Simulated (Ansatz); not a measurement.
**BH5S (SMILES [BH3-][SH2+]): one structure at several levels**

The atoms stand at a structure displaced at random from a GFN2-xTB minimum. How far do the functionals agree with CCSD(T) there?

The runs use Ansatz 0.2.0, Gaussian basis; single points in def2-TZVPP.

Correlated methods freeze the cores. B3LYP uses VWN-RPA correlation.

**1. The starting structure**

SMILES `[BH3-][SH2+]`, 7 atoms, charge 0, spin multiplicity 1.

Atoms are counted from 1 here; the program's logs count them from 0.

Bond lengths: B1–S2 1.986 Å, B1–H3 1.181 Å, B1–H4 1.216 Å, B1–H5 1.186 Å, S2–H6 1.359 Å, S2–H7 1.238 Å. Angles: S2–B1–H3 105.4°, S2–B1–H4 102.0°, S2–B1–H5 101.6°, H3–B1–H4 114.7°, H3–B1–H5 112.7°, H4–B1–H5 118.0°, B1–S2–H6 98.2°, B1–S2–H7 100.5°, H6–S2–H7 101.7°.

Geometry (Å):

```
B    -0.4791   -0.3919   -0.5535
S     0.6675    1.0201    0.2445
H    -1.5815    0.0282   -0.4923
H    -0.2564   -1.3405    0.1740
H    -0.0669   -0.4343   -1.6645
H     0.1604    0.9908    1.5046
H     1.7277    0.3965    0.3852
```

**2. CCSD(T)/def2-TZVPP**

File run/in.yaml:

```yaml
crystal:
  periodic: [false, false, false]
  atoms:
    - {symbol: B, position_ang: [-0.479100, -0.391900, -0.553500]}
    - {symbol: S, position_ang: [0.667500, 1.020100, 0.244500]}
    - {symbol: H, position_ang: [-1.581500, 0.028200, -0.492300]}
    - {symbol: H, position_ang: [-0.256400, -1.340500, 0.174000]}
    - {symbol: H, position_ang: [-0.066900, -0.434300, -1.664500]}
    - {symbol: H, position_ang: [0.160400, 0.990800, 1.504600]}
    - {symbol: H, position_ang: [1.727700, 0.396500, 0.385200]}
basis:
  gaussian: {orbitals: def2-TZVPP}
correlation: {method: ccsd_t}
output: {forces: true}
```

No record of the launch command was kept for these runs.

**3. PBE0-D4/def2-TZVPP**

Changes to run/in.yaml since step 2:

```diff
@@ -12,3 +12,3 @@
   gaussian: {orbitals: def2-TZVPP}
-correlation: {method: ccsd_t}
-output: {forces: true}
+hamiltonian: {xc: pbe0, dispersion: d4}
+output: {forces: true, orbitals: {seedname: orbitals}}
```

**4. wB97M-V/def2-TZVPP**

Changes to run/in.yaml since step 3:

```diff
@@ -12,3 +12,3 @@
   gaussian: {orbitals: def2-TZVPP}
-hamiltonian: {xc: pbe0, dispersion: d4}
-output: {forces: true, orbitals: {seedname: orbitals}}
+hamiltonian: {xc: {name: wB97M-V}}
+output: {forces: true}
```

**5. r2SCAN-D4/def2-TZVPP**

Changes to run/in.yaml since step 4:

```diff
@@ -12,3 +12,3 @@
   gaussian: {orbitals: def2-TZVPP}
-hamiltonian: {xc: {name: wB97M-V}}
+hamiltonian: {xc: r2scan, dispersion: d4}
 output: {forces: true}
```

**6. PBE-D4/def2-TZVPP**

Changes to run/in.yaml since step 5:

```diff
@@ -12,3 +12,3 @@
   gaussian: {orbitals: def2-TZVPP}
-hamiltonian: {xc: r2scan, dispersion: d4}
+hamiltonian: {xc: pbe, dispersion: d4}
 output: {forces: true}
```

**7. B3LYP-D4/def2-TZVPP**

Changes to run/in.yaml since step 6:

```diff
@@ -12,3 +12,3 @@
   gaussian: {orbitals: def2-TZVPP}
-hamiltonian: {xc: pbe, dispersion: d4}
+hamiltonian: {xc: {name: B3LYP}, dispersion: d4}
 output: {forces: true}
```

**8. BLYP-D4/def2-TZVPP**

Changes to run/in.yaml since step 7:

```diff
@@ -12,3 +12,3 @@
   gaussian: {orbitals: def2-TZVPP}
-hamiltonian: {xc: {name: B3LYP}, dispersion: d4}
+hamiltonian: {xc: {name: BLYP}, dispersion: d4}
 output: {forces: true}
```

(Steps that only read results are left out.)

Q: Predict the outcome of this session. Wanted: energy less free atoms, CCSD(T)/def2-TZVPP; RMS force component; RMS force error; HOMO and LUMO, PBE0-D4; T1 diagnostic.

**Answer**, as computed:

| quantity | value |
| --- | --- |
| energy less free atoms, CCSD(T)/def2-TZVPP | -463.7 kcal/mol |
| RMS force component | 1.249 to 1.366 eV/Å over the methods |
| RMS force error | PBE0-D4 0.114, wB97M-V 0.042, r2SCAN-D4 0.103, PBE-D4 0.213, B3LYP-D4 0.055, BLYP-D4 0.143 eV/Å |
| HOMO and LUMO, PBE0-D4 | -8.23 and -0.37 eV |
| T1 diagnostic | 0.010 |

Against CCSD(T) the functionals' energies less atoms differ by -14.8 to -8.4 kcal/mol, PBE-D4 by -12.8 kcal/mol. A larger basis would deepen the CCSD(T) value, while the functionals are nearly converged already, so the order here is not reliable. On forces the order runs from wB97M-V to PBE-D4. Frozen-core CCSD(T) forces in triple zeta carry basis errors of their own, and this is one geometry, so small gaps rank nothing.
